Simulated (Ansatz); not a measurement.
Mulliken charges of `SC1CO1` from ωB97M-V/def2-TZVPP in Ansatz (PBE0-D4/def2-TZVP geometry).

```tsv
atom	x (Å)	y (Å)	z (Å)	charge (e)
S1	-1.681	0.532	-0.788	-0.110
C2	0.023	0.603	-0.281	0.073
C3	0.766	-0.514	0.284	-0.040
O4	0.346	0.583	1.089	-0.315
H5	-2.000	-0.564	-0.081	0.099
H6	0.552	1.349	-0.870	0.104
H7	1.839	-0.594	0.125	0.098
H8	0.248	-1.452	0.467	0.092
```

Problem. By hand: the dipole of these point charges (1 e Å = 4.8032 D).

Solution. Σ q r = (0.109, -0.285, -0.332) e Å, of length 0.451 e Å = 2.17 D.

Problem. How does the dipole of the full density compare? (Estimate.)

Solution. Ansatz gave: (0.186, -0.299, -0.188) e Å, 1.92 D; the point charges give 1.13 times that, at 21° from its direction.

Point charges leave out the atoms' own dipoles, such as those of lone pairs, and Mulliken's split depends on the basis, so the two needn't agree.
